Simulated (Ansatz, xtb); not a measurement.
## Relative energy of two isomers of C5H10S

Structure a is `CC1(S)CCC1`, a singlet and structure b is `C[C@@H]1CC[C@@H]1S`, a singlet. Both are isolated molecules in the gas phase, relaxed with B3LYP/def2-SVP; the shapes shown needn't be the lowest conformers.

a (Å):

```xyz
16

C    -1.4939   -1.4410    0.3302
C    -1.5570    0.0790    0.4581
C    -0.5578    0.6527    1.5095
C     0.4126    1.0115    0.3552
C    -0.7524    0.8230   -0.6504
S    -3.3013    0.6743    0.5450
H    -2.0581   -1.7858   -0.5497
H    -0.4487   -1.7799    0.2267
H    -1.9148   -1.9327    1.2227
H    -3.6835   -0.0832    1.6012
H    -0.9632    1.5442    2.0080
H    -0.2020   -0.0537    2.2769
H     1.2129    0.2677    0.2222
H     0.8747    2.0092    0.3907
H    -0.5542    0.2496   -1.5694
H    -1.2179    1.7804   -0.9296
```

b (Å):

```yaml
atoms:
  - { symbol: C, position_ang: [-1.3317, 0.9887, -0.3270] }
  - { symbol: C, position_ang: [-0.6267, -0.1540, 0.3985] }
  - { symbol: C, position_ang: [0.0932, 0.2713, 1.7137] }
  - { symbol: C, position_ang: [1.4467, 0.2660, 0.9580] }
  - { symbol: C, position_ang: [0.7730, -0.5727, -0.1544] }
  - { symbol: S, position_ang: [1.1094, -0.2207, -1.9242] }
  - { symbol: H, position_ang: [-1.6651, 0.6823, -1.3316] }
  - { symbol: H, position_ang: [-2.2227, 1.3062, 0.2392] }
  - { symbol: H, position_ang: [-0.6787, 1.8686, -0.4444] }
  - { symbol: H, position_ang: [-1.3247, -1.0011, 0.5011] }
  - { symbol: H, position_ang: [-0.2271, 1.2284, 2.1549] }
  - { symbol: H, position_ang: [0.0399, -0.5051, 2.4922] }
  - { symbol: H, position_ang: [2.3164, -0.1841, 1.4615] }
  - { symbol: H, position_ang: [1.7305, 1.2649, 0.5948] }
  - { symbol: H, position_ang: [0.9313, -1.6480, 0.0118] }
  - { symbol: H, position_ang: [2.2828, -0.8917, -1.9882] }
```

Quicker runs give these differences E(b) − E(a): GFN2-xTB +1.84 kcal/mol; HF/STO-3G +0.05 kcal/mol (at GFN2-xTB geometries); r2SCAN-D4/def2-SVP +1.35 kcal/mol (at GFN2-xTB geometries).

Q: Estimate E(b) − E(a) at the level CCSD(T)/def2-SVP + ΔMP2/def2-TZVPP.

A: CCSD(T)/def2-SVP + ΔMP2/def2-TZVPP gives E(b) − E(a) = +1.57 kcal/mol, slightly favouring structure a, which is too small a margin to settle the true order.

How the difference moves with the method:

| level | geometry | E(b) − E(a) (kcal/mol) | departure from the last row (kcal/mol) | job, with rough time for the two |
| --- | --- | --- | --- | --- |
| GFN2-xTB | GFN2-xTB | +1.84 | +0.26 | optimisation, 0.22 s |
| HF/STO-3G | GFN2-xTB | +0.05 | −1.53 | single point, 0.5 s |
| r2SCAN-D4/def2-SVP | GFN2-xTB | +1.35 | −0.22 | single point, 6.9 s |
| B3LYP/def2-SVP | B3LYP/def2-SVP | +0.91 | −0.66 | optimisation, 87 s |
| HF/def2-SVP | B3LYP/def2-SVP | +0.88 | −0.69 | part of the CCSD(T) run |
| MP2/def2-SVP | B3LYP/def2-SVP | +2.07 | +0.49 | part of the CCSD(T) run |
| CCSD(T)/def2-SVP | B3LYP/def2-SVP | +1.85 | +0.28 | single point |
| CCSD(T)/def2-SVP + ΔMP2/def2-TZVPP | B3LYP/def2-SVP | +1.57 |  | single point, 2 min |

As drawn, both hold the same kinds of bond in the same numbers.

HF/STO-3G finds them nearly level. The largest departure from CCSD(T)/def2-SVP + ΔMP2/def2-TZVPP is that of HF/STO-3G, 1.53 kcal/mol. The last row adds to CCSD(T) the change of the MP2 difference between the two basis sets, here −0.28 kcal/mol.

With thermal terms from frequencies at re-optimised GFN2-xTB minima (ideal gas, soft modes damped towards free rotors, one conformer each, 298.15 K, 1 atm): the zero-point term adds +0.21 kcal/mol; ΔH is +1.75 and ΔG +1.66 kcal/mol.

The correlated steps freeze 10 core orbitals. Mirror images aren't counted in ΔG. Run with Ansatz 0.2.0, xtb 6.7.1; the last row on 2 threads of Arm Neoverse V2 on a shared host.
